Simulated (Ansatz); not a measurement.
We consider antifluorite Mg2Ge, described by RPBE (PAW; Ansatz, a first-principles code).

Settings: plane-wave cutoff 520 eV, 10×10×10 k mesh, Fermi–Dirac smearing 0.01 eV, scalar-relativistic PAW data made under PBE.

The cell is scaled about its equilibrium volume:

```tsv
V (Å³/atom)	P (GPa)	direct gap at Γ (eV)	smallest gap on the k mesh (eV)
21.362	3.29	1.227	0.159
21.817	2.08	1.109	0.179
22.271	0.98	0.995	0.197
22.726	0.00	0.885	0.215
23.180	-0.89	0.779	0.232
23.635	-1.69	0.676	0.247
24.089	-2.41	0.577	0.262
```

The fundamental gap (0.21 eV at the equilibrium volume, with added k points) lies elsewhere than Γ–Γ.

Measured, for comparison: band gap 0.74 eV (temperature not stated, no zero-point or thermal correction, indirect, Γ–X; as tabulated in Ryu et al. (2019), arXiv:1905.06140).

Spin–orbit coupling is not included.
